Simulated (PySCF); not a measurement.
C4H7ClF: g tensor and hyperfine couplings

Compound: C4H7ClF (doublet state).
Geometry (GFN2-xTB, Å), atoms numbered from 1 in this order:
```xyz
13
C4H7ClF angstrom
C      1.5311    0.5970   -0.5116
C      0.7752   -0.5348   -0.0846
F      0.5932   -1.4517   -1.0678
Cl     1.9429   -1.4553    1.1572
C     -0.5154   -0.2975    0.6783
C     -1.5375    0.4031   -0.2142
H      1.5998    1.4561    0.1250
H      2.1816    0.5142   -1.3610
H     -0.2939    0.3078    1.5567
H     -0.9075   -1.2611    1.0059
H     -2.4689    0.5399    0.3280
H     -1.1682    1.3761   -0.5287
H     -1.7369   -0.1932   -1.1008
```

The hyperfine couplings belong to this conformer and change with its torsions.

Identity: `[CH2][C@@](F)(Cl)CC` [radical].

The calculation used UKS B3LYP, pcH-1 on C Cl F H, non-relativistic, mean-field spin-orbit, GIAO (PySCF 2.14.0). The structure is a single GFN2-xTB conformer in the gas phase; no vibrational or solvent corrections. A GFN2-xTB geometry isn't a minimum of the functional, and hyperfine couplings can be far from their values at a DFT geometry. No stability test was run, so a lower SCF solution isn't excluded.

```json
{
 "g1, g2, g3": "2.00152, 2.00225, 2.00682",
 "g_iso": "2.00353",
 "Form of g": "close to axial: the two nearest values differ by 14 % of g3 − g1",
 "⟨S²⟩": "0.7558 (exact 0.7500)",
 "α and β electrons": "29, 28"
}
```

Isotropic coupling and dipolar principal values T1 to T3, in 10⁻⁴ cm⁻¹ (1 × 10⁻⁴ cm⁻¹ = 2.998 MHz):

| atom | isotope | a_iso | of which spin–orbit | T1 | T2 | T3 | Mulliken spin population |
| --- | --- | --- | --- | --- | --- | --- | --- |
| C1 | 13C | 26.7 | -0.1 | -25.5 | -25.3 | 50.8 | 0.95 |
| C2 | 13C | -6.8 | 0.0 | -2.1 | 0.3 | 1.8 | -0.06 |
| F3 | 19F | 3.0 | -0.2 | -6.2 | -3.5 | 9.7 | 0.00 |
| Cl4 | 35Cl | 14.1 | 0.5 | -12.7 | -11.9 | 24.5 | 0.18 |
| C5 | 13C | 4.0 | 0.0 | -0.6 | -0.5 | 1.1 | 0.01 |
| C6 | 13C | 1.9 | 0.0 | -0.4 | -0.2 | 0.6 | 0.00 |
| H7 | 1H | -19.0 | 0.0 | -12.0 | -0.6 | 12.6 | -0.04 |
| H8 | 1H | -18.6 | 0.0 | -12.0 | -0.5 | 12.5 | -0.04 |
| H9 | 1H | 0.0 | 0.0 | -1.0 | -0.7 | 1.7 | 0.00 |
| H10 | 1H | 0.1 | 0.0 | -0.7 | -0.4 | 1.1 | 0.00 |
| H11 | 1H | 0.3 | 0.0 | -0.4 | -0.3 | 0.8 | 0.00 |
| H12 | 1H | 1.0 | 0.0 | -1.5 | -0.8 | 2.3 | 0.00 |
| H13 | 1H | 0.0 | 0.0 | -0.6 | -0.6 | 1.2 | 0.00 |

The Mulliken spin populations are largest on C1 (+0.95), Cl4 (+0.18) and C2 (-0.06). The angles at C1 add up to 358.9°, so it is planar; its axial dipolar tensor and the negative couplings of its protons fit spin in a p orbital normal to that plane.

Under fast tumbling the dipolar parts average out, and these isotropic splittings remain: 1 × 1H (H7, I = 1/2, 2 lines) with 2.03 mT, 1 × 1H (H8, I = 1/2, 2 lines) with 1.99 mT, 1 × 35Cl (Cl4, I = 3/2, 4 lines) with 1.51 mT, 1 × 19F (F3, I = 1/2, 2 lines) with 0.32 mT and 3 × 1H (H11/H12/H13, I = 1/2, 4 lines) with 0.05 mT.

Means are taken over nuclei equivalent by connectivity, which assumes that they swap fast. H7 and H8 aren't averaged: C1 is flat or nearly so (angle sum 359°), and its turn about the short C1–C2 bond (1.43 Å) is taken as slow.

Main isotope only: 35Cl (natural samples also hold 24 % 37Cl, magnetic too, which adds its own pattern).

The 13C coupling of C1 (80.2 MHz) shows only in satellite lines or after enrichment, since that isotope makes up about 1.07 % of natural carbon.

The spin density at the nucleus, in bohr⁻³, is negative for C2 (-0.0182), H7 (-0.0127) and H8 (-0.0125), for instance. A restricted open-shell determinant has no negative spin density anywhere; here it arises because α and β orbitals differ (spin polarisation).

Hardware: an Arm Neoverse V2 with one thread, on a shared host. Cost: 54 s of wall time (with the writing of density and orbital grids), 0.90 GiB resident at most.
